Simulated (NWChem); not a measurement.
**C2H2FNS (SMILES FC1(S)C=N1) at 6 levels**

We compute a comparison of 6 runs (HF/STO-3G, HF/3-21G, B3LYP/6-31G*, MP2/6-31G*, CCSD/3-21G) of C2H2FNS. 

The results are computed with NWChem 7.3.0.

## (1) The structure to begin with

The species is C2H2FNS (7 atoms), meant as a singlet with charge 0. As SMILES, `FC1(S)C=N1`. The coordinates come from a PBE0-D4/def2-TZVP relaxation. This is one conformer, not always the lowest.

Bond lengths: F1–C2 1.363 Å, C2–S3 1.769 Å, C2–C4 1.421 Å, C2–N5 1.472 Å, C4–N5 1.259 Å, S3–H6 1.345 Å, C4–H7 1.082 Å. Some angles: F1–C2–S3 112.7°, F1–C2–C4 118.2°, F1–C2–N5 113.9°, S3–C2–C4 124.3°, S3–C2–N5 122.6°, C4–C2–N5 51.5°, C2–C4–N5 66.3°, C2–N5–C4 62.1°, C2–S3–H6 95.3°, C2–C4–H7 153.8°.

## (2) Energy and gradient at HF/STO-3G (run 1)

Input file c2h2fns.nw:

```
start c2h2fns
memory total 2200 mb
charge 0

geometry noautosym nocenter noautoz
 F       -0.920500      -1.323900       0.173800
 C       -0.150000      -0.203700       0.075900
 S        0.372900       0.406500       1.652100
 C       -0.273800       0.595700      -1.092400
 N        0.718500      -0.178200      -1.112300
 H        1.082000      -0.688200       1.979900
 H       -0.768000       1.323700      -1.722600
end

basis "ao basis" spherical bse
 F library STO-3G
 C library STO-3G
 S library STO-3G
 N library STO-3G
 H library STO-3G
end

scf
 thresh 1e-08
 maxiter 80
 print low
end

task scf gradient
```

The run is started by

```
nwchem c2h2fns.nw > c2h2fns.out
```

Log:

```text
[...]
  functions       =    31
[...]
  wavefunction    = RHF
[...]
         Total SCF energy =   -620.813309042447
      One-electron energy =  -1280.566745752912
      Two-electron energy =    448.783511097391
 Nuclear repulsion energy =    210.969925613074
        Time for solution =      1.7s
[...]
                         RHF ENERGY GRADIENTS
    atom               coordinates                        gradient
                 x          y          z           x          y          z
   1 F      -1.739493  -2.501808   0.328434    0.012530   0.015230  -0.002564
   2 C      -0.283459  -0.384937   0.143430    0.015639   0.016294  -0.040988
   3 S       0.704679   0.768174   3.122016   -0.011116  -0.001633  -0.019193
   4 C      -0.517407   1.125710  -2.064337    0.027840  -0.040297   0.032693
   5 N       1.357768  -0.336749  -2.101942   -0.050583   0.017289   0.030324
   6 H       2.044684  -1.300509   3.741468    0.005232  -0.007220   0.003257
   7 H      -1.451310   2.501430  -3.255242    0.000458   0.000337  -0.003528
 Task  times  cpu:        2.2s     wall:        2.2s
 Total times  cpu:        2.3s     wall:        2.3s
```

Run time: 2.8 s. Hardware: 1 thread of AMD EPYC 9R14 (Zen 4), shared host; peak memory 0.099 GiB.

## (3) Energy and forces at HF/3-21G (run 2)

Input file run.nw:

```
start run
memory 2200 mb
charge 0

geometry units angstroms noautosym nocenter noautoz
 F       -0.920500      -1.323900       0.173800
 C       -0.150000      -0.203700       0.075900
 S        0.372900       0.406500       1.652100
 C       -0.273800       0.595700      -1.092400
 N        0.718500      -0.178200      -1.112300
 H        1.082000      -0.688200       1.979900
 H       -0.768000       1.323700      -1.722600
end

basis spherical bse
 * library 3-21G
end

scf
 thresh 1e-08
 maxiter 80
end

task scf gradient
```

The run is started by

```
nwchem run.nw > run.out
```

Log:

```text
[...]
  functions       =    53
[...]
  wavefunction    = RHF
[...]
         Total SCF energy =   -624.930248927624
      One-electron energy =  -1280.993105093914
      Two-electron energy =    445.092930553216
 Nuclear repulsion energy =    210.969925613074
        Time for solution =      1.8s
[...]
                         RHF ENERGY GRADIENTS
    atom               coordinates                        gradient
                 x          y          z           x          y          z
   1 F      -1.739493  -2.501808   0.328434    0.009139   0.011060  -0.006202
   2 C      -0.283459  -0.384937   0.143430    0.012968   0.005594   0.013602
   3 S       0.704679   0.768174   3.122016   -0.007856  -0.009051  -0.021594
   4 C      -0.517407   1.125710  -2.064337    0.004995  -0.015553   0.019167
   5 N       1.357768  -0.336749  -2.101942   -0.010275  -0.004720   0.009809
   6 H       2.044684  -1.300509   3.741468   -0.002573   0.001856  -0.003934
   7 H      -1.451310   2.501430  -3.255242   -0.006398   0.010814  -0.010848
[...]
```

Wall time 3.3 s (1 thread of AMD EPYC 9R14 (Zen 4), shared host); peak memory 0.099 GiB.

Runs 3 to 5 aren't shown in full; the table further down has their settings and results.

## (4) The energy at CCSD/3-21G (run 6)

Input file c2h2fns.nw:

```
start c2h2fns
memory total 2200 mb

geometry noautosym nocenter noautoz
  F    -0.920500   -1.323900    0.173800
  C    -0.150000   -0.203700    0.075900
  S     0.372900    0.406500    1.652100
  C    -0.273800    0.595700   -1.092400
  N     0.718500   -0.178200   -1.112300
  H     1.082000   -0.688200    1.979900
  H    -0.768000    1.323700   -1.722600
end

basis spherical bse
  * library 3-21G
end

scf
  thresh 1e-08
  maxiter 80
  print low
end

ccsd
  freeze core 9
  maxiter 60
end

task ccsd energy
```

The run is started by

```
nwchem c2h2fns.nw > c2h2fns.out
```

Log:

```text
[...]
  functions       =    53
[...]
  wavefunction    = RHF
[...]
         Total SCF energy =   -624.930248927624
      One-electron energy =  -1280.993105093914
      Two-electron energy =    445.092930553216
 Nuclear repulsion energy =    210.969925613074
        Time for solution =      1.8s
[...]
 Total MP2 energy:           -625.394212746517042
[...]
             energy      energy      error      ampl     ampl      Block
                                                time     time      time
[...]
 Total CCSD energy:           -625.415923458216298
[...]
```

It took 16 s on 1 thread of AMD EPYC 9R14 (Zen 4), shared host; peak memory 0.14 GiB.

## (5) The series

```tsv
run	level	iteration cap	module	energy (Eh)	largest force (eV/Å)	wall time
1	HF/STO-3G	80	scf	-620.813309	3.160	2.8 s
2	HF/3-21G	80	scf	-624.930249	1.295	3.3 s
3	B3LYP/6-31G* (spherical functions)	100	dft	-630.092345	1.046	28 s
4	B3LYP/6-31G* (Cartesian functions)	100	dft	-630.099434	1.050	30 s
5	MP2/6-31G* (spherical functions)	80	mp2	-628.897279	2.358	33 s
6	CCSD/3-21G	80	ccsd	-625.415923	–	16 s
```

## (6) Results

```
                                          quantity          value
                               run 6: total energy  -625.41592 Eh
run 6: correlation energy (9 core orbitals frozen)     -485.7 mEh
```

In words: Over runs 2, 3, 4, 5 the dipole moment (its size) runs from 1.48 D (B3LYP/6-31G*) to 1.80 D (HF/3-21G). The two ends differ in method and basis. Over runs 2, 3, 4 the HOMO–LUMO gap runs from 5.90 eV (B3LYP/6-31G*) to 13.96 eV (HF/3-21G). In run 1 the basis is minimal, so the values are rough. All runs together took 1.9 min, the longest 33 s.
